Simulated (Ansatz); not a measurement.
Ansatz (a first-principles code) input (CCSD(T)/cc-pwCVTZ): A basis named .json is the Basis Set Exchange file of that set (core-valence sets with the plain set on hydrogen).

Ansatz 0.2 input:
```yaml
crystal:
  periodic: [false, false, false]
  atoms:
    - {symbol: C, position_ang: [0.13152232, 0.38672480, 0.01599482]}
    - {symbol: C, position_ang: [1.26715633, -0.26934746, -0.00652910]}
    - {symbol: F, position_ang: [-1.14692546, -0.29258346, -0.01565564]}
    - {symbol: H, position_ang: [-0.14655768, 1.44553984, 0.05762139]}
    - {symbol: H, position_ang: [2.07681501, 0.48344726, 0.02648506]}
basis:
  gaussian:
    orbitals: cc-pwCVTZ.json
total_charge: -1
magnetization: {spin_polarized: false}
correlation: {method: ccsd_t, electrons: outside_noble_gas}
```

Output:

```
Functional definition: HF
integrals: 0.40 GiB planned
936 factors; integrals over basis functions are off by at most 1.1e-3 eV
mean field: 0.43 GiB planned
mean field evaluation 1: about -4793.8696 eV, gradient 3.6e1 eV
mean field evaluation 2: about -4793.8742 eV, gradient 3.6e1 eV
mean field evaluation 4: about -4797.0940 eV, gradient 3.1e0 eV
mean field evaluation 8: about -4797.1740 eV, gradient 1.1e-1 eV
mean field evaluation 16: about -4797.1594 eV, gradient 9.6e-1 eV
mean field -4797.17411179 eV, -176.2928969670 hartree, gradient 5.2e-6 eV, S^2 0.000000; 0 other end points of the search recorded, 0 dependent functions left out
3 core orbitals not correlated
reference -4797.17411179 eV, -176.2928969670 hartree; 9, 9 occupied and 145, 145 virtual orbitals, 936 factors
second order -16.23864054 eV of doubles, -0.00000000 eV of singles
coupled cluster: 0.83 GiB planned
cycle   1  -16.10221380 eV  change    1.4e-1 eV  update   9.3e-2
cycle   2  -16.50855819 eV  change   -4.1e-1 eV  update   2.9e-2
cycle   3  -16.60594260 eV  change   -9.7e-2 eV  update   1.7e-2
cycle   4  -16.59457446 eV  change    1.1e-2 eV  update   5.4e-3
cycle   5  -16.59137696 eV  change    3.2e-3 eV  update   2.8e-3
cycle   6  -16.59288456 eV  change   -1.5e-3 eV  update   1.0e-3
cycle   7  -16.59218418 eV  change    7.0e-4 eV  update   3.7e-4
cycle   8  -16.59205194 eV  change    1.3e-4 eV  update   1.3e-4
cycle   9  -16.59212419 eV  change   -7.2e-5 eV  update   5.2e-5
cycle  10  -16.59213102 eV  change   -6.8e-6 eV  update   2.0e-5
perturbative correction -0.70153107 eV, -0.0257807912 hartree
Total energy: -4814.46777388 eV, -176.9284273265 hartree
```
